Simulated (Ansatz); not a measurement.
fcc Cu, treated with r²SCAN (Ansatz, a program for electronic structure, PAW).

Run with plane-wave cutoff 560 eV, 26×26×26 k mesh, Fermi–Dirac smearing 0.05 eV, no spin polarisation, scalar-relativistic PAW data made under PBE.

The volume scan:

| V (Å³/atom) | E − E_lowest (meV/atom) |
|---|---|
| 10.754 | 23.58 |
| 10.983 | 10.03 |
| 11.212 | 2.39 |
| 11.440 | 0.00 |
| 11.669 | 2.25 |
| 11.898 | 8.62 |
| 12.127 | 18.63 |

Fit the third-order Birch–Murnaghan equation and give B0 and B′.

V0 = 11.439 Å³/atom, B0 = 162 GPa, B′ = 5.1 (fit to the energies at full precision).

Measured, for comparison: bulk modulus 144 GPa (0 K value with the zero-point phonon effect removed, sources range from 140 to 145; as tabulated in Mejia-Rodriguez and Trickey (2018), arXiv:1807.09216); equilibrium volume per atom 11.62 Å³/atom (low-temperature or extrapolated to 0 K; zero-point anharmonic expansion removed; as tabulated in Csonka et al. (2009), arXiv:0903.4037). Computed less measured: bulk modulus +12 % (+12 % to +16 % over the range), equilibrium volume per atom -1.5 %.

Static lattice: no zero-point or thermal effects.
